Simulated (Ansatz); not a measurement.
# C2H3ClS: the cost of one run

Program: Ansatz 0.2.0. Level of theory: RKS BLYP-D4/6-31G. These are calculated values, not measurements.

**1. The starting structure**

Bond lengths: S1–C2 1.699 Å, C2–C3 1.483 Å, C3–Cl4 1.751 Å, C2–H5 1.099 Å, C3–H6 1.099 Å, C3–H7 1.133 Å. Angles: S1–C2–C3 120.6°, S1–C2–H5 124.3°, C3–C2–H5 115.1°, C2–C3–Cl4 112.1°, C2–C3–H6 113.8°, C2–C3–H7 110.3°, Cl4–C3–H6 108.1°, Cl4–C3–H7 106.6°, H6–C3–H7 105.5°.

Coordinates:

```xyz
7

S    -1.1965   -1.2871    1.4207
C    -0.7307    0.0316    0.4554
C     0.5684    0.0217   -0.2597
Cl    0.3723    0.2552   -1.9837
H    -1.3324    0.9405    0.3163
H     1.1527   -0.8964   -0.1040
H     1.2275    0.8664    0.1091
```

**2. Relaxing end A**

Input file input.yaml:

```yaml
crystal:
  periodic: [false, false, false]
  atoms:
    - { symbol: S, position_ang: [-1.1965, -1.2871, 1.4207] }
    - { symbol: C, position_ang: [-0.7307, 0.0316, 0.4554] }
    - { symbol: C, position_ang: [0.5684, 0.0217, -0.2597] }
    - { symbol: Cl, position_ang: [0.3723, 0.2552, -1.9837] }
    - { symbol: H, position_ang: [-1.3324, 0.9405, 0.3163] }
    - { symbol: H, position_ang: [1.1527, -0.8964, -0.104] }
    - { symbol: H, position_ang: [1.2275, 0.8664, 0.1091] }
basis:
  gaussian: { orbitals: "6-31G" }
hamiltonian:
  xc: blyp
  dispersion: d4
relax:
  f_tol: 0.015
  max_steps: 40
```

Command:

```bash
> ansatz run input.yaml --threads 1 --pin off --max-ram 2048MiB --backend cpu --events-out ev --progress --plain --runs-dir out
```

**Question.** How long does this run take on 1 thread of Arm Neoverse V1, shared host, and how much memory does it need?

About 21 s, with a peak of 0.12 GiB.
